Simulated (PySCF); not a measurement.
Molecule: `CC(C)(C)C#N`, C$_{5}$H$_{9}$N.

Numbering as in the mapped SMILES `[CH3:1][C:2]([CH3:3])([CH3:4])[C:5]#[N:6]` (H(Xn): hydrogen on atom n).

Geometry PBE0-D3(BJ)/def2-SVP throughout; GIAO in PySCF, gas phase, one conformer, non-relativistic; equivalent atoms averaged; basis pcSseg-1.

(1) How do the shifts δ (against TMS, NH3 at the same level) depend on the functional? (ppm; last column core-seconds on shared hosts with different chips, so compare them loosely)

(2) Which nucleus moves most, in ppm?

## Answers

(1) 
| functional | kind | C5 | C1/C3/C4 | C2 | N6 | H(C1)/H(C3)/H(C4) | core-s |
| --- | --- | --- | --- | --- | --- | --- | --- |
| HF | Hartree–Fock | 135.1 | 28.5 | 21.2 | 308.6 | 1.26 | 5.9 |
| LDA | LDA | 132.8 | 31.9 | 30.1 | 310.7 | 1.28 | 14 |
| PBE | GGA | 126.7 | 31.2 | 29.9 | 294.4 | 1.27 | 18 |
| BLYP | GGA | 125.6 | 31.9 | 31.1 | 295.8 | 1.28 | 18 |
| BP86 | GGA | 126.7 | 31.4 | 30.3 | 291.4 | 1.28 | 19 |
| OPBE | GGA | 122.6 | 29.0 | 28.1 | 279.7 | 1.25 | 18 |
| KT2 | GGA | 118.6 | 31.0 | 30.6 | 275.8 | 1.30 | 22 |
| KT3 | GGA | 116.8 | 30.0 | 30.1 | 271.5 | 1.27 | 23 |
| B97-D | GGA | 122.8 | 30.8 | 29.8 | 280.8 | 1.29 | 23 |
| B3LYP | global hybrid | 129.2 | 31.2 | 29.0 | 300.0 | 1.27 | 17 |
| PBE0 | global hybrid | 130.6 | 30.4 | 27.5 | 298.7 | 1.26 | 14 |
| mPW1PW91 | global hybrid | 130.3 | 30.3 | 27.5 | 298.0 | 1.26 | 18 |
| WP04 | global hybrid | 125.7 | 30.1 | 32.5 | 283.0 | 1.25 | 20 |
| B97-2 | global hybrid | 127.6 | 30.1 | 27.7 | 289.2 | 1.27 | 17 |
| BHandHLYP | global hybrid | 132.7 | 30.3 | 26.2 | 305.5 | 1.26 | 21 |
| CAM-B3LYP | range-separated hybrid | 132.4 | 30.8 | 27.5 | 304.5 | 1.27 | 25 |
| wB97X-D | range-separated hybrid | 131.7 | 30.7 | 27.2 | 297.0 | 1.27 | 25 |
| LC-wPBE | range-separated hybrid | 135.2 | 29.4 | 25.0 | 299.2 | 1.24 | 35 |

(2) N6 (nitrile nitrogen): from 271.5 ppm with KT3 to 310.7 ppm with LDA. The smallest spread is 0.06 ppm, at H(C1)/H(C3)/H(C4). Proton shifts span only some 12 ppm, so a few tenths of a ppm matter as much there as several ppm in carbon.
